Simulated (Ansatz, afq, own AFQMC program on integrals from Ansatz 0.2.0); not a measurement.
Atomization energy of CHAl, singlet

| atom | x (Å) | y (Å) | z (Å) |
| --- | --- | --- | --- |
| Al | 0.0000 | 0.0337 | 0.6210 |
| C | 0.0000 | -0.1249 | -1.2226 |
| H | 0.0000 | 0.5868 | -2.0559 |

Connectivity, by distances: Al–CH.

Atoms in their ground-state spins without spin–orbit coupling (mostly on UHF) minus the molecule (RHF), without zero-point energy. The geometry is a stationary point, not shown to be a minimum.

Basis 6-31G. Only valence electrons are correlated. AFQMC by an in-house program on the Cholesky factors that Ansatz 0.2.0 writes for its CCSD(T) run. ph-AFQMC/CISD is guided by a CISD state made of CCSD amplitudes; releasing the constraint for a short imaginary time cuts its bias at the price of noise, slowly where states lie close. Error bars are statistical, one sigma. The errors of all members are added in quadrature.

Full CI on the same integrals is exact in this basis and with this determinant's frozen core.

Errors are counted within 6-31G, not against nature.

Cautions: CHAl (singlet): higher spins were not checked, restricted determinant unstable towards unrestricted (UHF 1.45 eV lower, ⟨S²⟩ 1.17), the search met a lower determinant of the same kind, perhaps of another symmetry (58 meV lower), and this one is a saddle point, strong correlation (T1 0.128, weight of the determinant 0.63, largest double 0.17), (T) is large, 8 % of the CCSD correlation, the released energies are still falling, so no released level is given (meV from the phaseless value at times in 1/Eh: -14 ± 14 at 0.24, -34 ± 15 at 0.51, -53 ± 12 at 0.99, -61 ± 15 at 1.62, -76 ± 15 at 2.40), CCSDTQ on the UHF determinant differs (757 meV lower), perhaps since the unrestricted series falls towards higher spin, its ph-AFQMC/CISD value lies 153 ± 12 meV above full CI.

Reference (full CI): 522.6 kJ/mol.

```json
{"level": "HF", "atomization energy (kJ/mol)": "282.2", "error against FCI (kJ/mol)": "-240.5"}
{"level": "MP2", "atomization energy (kJ/mol)": "439.3", "error against FCI (kJ/mol)": "-83.4"}
{"level": "CCSD", "atomization energy (kJ/mol)": "489.3", "error against FCI (kJ/mol)": "-33.3"}
{"level": "CCSD(T)", "atomization energy (kJ/mol)": "517.6", "error against FCI (kJ/mol)": "-5.0"}
{"level": "ph-AFQMC/CISD", "atomization energy (kJ/mol)": "508.1 ± 1.2", "error against FCI (kJ/mol)": "-14.6 ± 1.2"}
```

Correlation beyond CCSD(T) adds 5.0 kJ/mol. The perturbative (T) step is worth +28.3 kJ/mol. Where the cautions show a poor determinant, the low rows tell how each method copes with it, not its usual error.

A walk keeps the symmetry of its determinant, which the program's search chose and which needn't be the lowest solution, so a lower state of the same spin and another symmetry isn't excluded.
